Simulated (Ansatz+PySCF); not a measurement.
Results of a calculation; reference values are marked as such.
Input for PySCF 2.14.0:

```python
from pyscf import gto, scf, cc

mol = gto.M(atom="""
Mg 0.000000 0.000000 0.000000
H 1.451300 0.000000 0.837910
H -1.451300 0.000000 0.837910
""", basis='sto-3g', charge=-1, spin=1)
mf = scf.UHF(mol)
mf.kernel()
mycc = cc.CCSD(mf, frozen=1).run()
et = mycc.ccsd_t()
print(mf.e_tot, mycc.e_corr, et, mycc.e_tot + et)
```

The script is written out from the run's settings.

Results

```
Converged                       : yes
Reference energy                : -197.86572 hartree
CCSD correlation energy         : -0.03907 hartree
Triples correction              : -0.00100 hartree
Total energy                    : -197.90579 hartree
Spin squared of the determinant : 0.752
```

Caution: no diffuse functions for an anion.
